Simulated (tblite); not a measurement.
C₃H₆NS (doublet state).
Numbering: `[CH3:1][CH:2][C:3]([NH2:4])=[S:5]` (hydrogens: H6, H7, H8 on C1; H9 on C2; H10, H11 on N4)

The geometry is computed with GFN2-xTB (gas phase). This method treats the open shell by occupation alone, without spin polarisation.

(1) List the bond lengths, angles and torsions at this level.

## Answers

(1) 
```json
{"bond": "C1–C2", "length (bohr)": "2.811", "order": "single"}
{"bond": "C2–C3", "length (bohr)": "2.587", "order": "single"}
{"bond": "C3–N4", "length (bohr)": "2.577", "order": "single"}
{"bond": "C3=S5", "length (bohr)": "3.236", "order": "double"}
{"bond": "C1–H6, C1–H7, C1–H8", "length (bohr)": "2.060", "order": "single"}
{"bond": "C2–H9", "length (bohr)": "2.035", "order": "single"}
{"bond": "N4–H10", "length (bohr)": "1.901", "order": "single"}
{"bond": "N4–H11", "length (bohr)": "1.901", "order": "single"}
```

Bonds in one row agree within 0.02 bohr and their mean is given. Orders are formal, as drawn. A selection of angles:
```json
{"angle": "C2–C1–H6", "degrees": "110.7"}
{"angle": "H6–C1–H7", "degrees": "108.7"}
{"angle": "H6–C1–H8", "degrees": "107.3"}
{"angle": "C1–C2–C3", "degrees": "123.7"}
{"angle": "C1–C2–H9", "degrees": "118.7"}
{"angle": "C3–C2–H9", "degrees": "117.6"}
{"angle": "C2–C3–N4", "degrees": "122.8"}
{"angle": "C2–C3–S5", "degrees": "119.7"}
{"angle": "N4–C3–S5", "degrees": "117.4"}
{"angle": "C3–N4–H10", "degrees": "119.1"}
{"angle": "C3–N4–H11", "degrees": "116.8"}
{"angle": "H10–N4–H11", "degrees": "117.0"}
```

Torsions: C1–C2–C3–N4 2° (synperiplanar). The mirror-image conformer, all signs reversed, is as good.

Of the pairs four or more bonds apart, C1···H10 is among the closest relative to their van der Waals radii: 2.63 Å, 91 % of the sum of Bondi's values. N4 (nitrogen bonded to C and 2 H) has angles 119.1°, 117.0° and 116.8°, sum 352.9°, 0.17 Å off the plane of its three neighbours. C3 (carbon bonded to C, N and S) is planar (angles 122.8°, 119.7° and 117.4°, sum 360.0°, 0.02 Å off the plane of its three neighbours). The 5 heavy atoms lie in one plane (0.006 Å rms). C2 (carbon bonded to 2 C and H) is planar (angles 123.7°, 118.7° and 117.6°, sum 360.0°, 0.00 Å off the plane of its three neighbours). The C–C distances run from 1.369 Å (C2–C3, drawn single in one of several resonance forms) to 1.488 Å (C1–C2, drawn single), a spread of 0.119 Å.

Point group: near Cs, missed by 0.28 Å at most; the miss may be what the optimiser left on a soft mode. Its GFN2-xTB frequencies are all real (lowest 78 cm⁻¹). Torsions: C1–C2–C3–N4 2°, C2–C3–N4–H -20° and -170°.
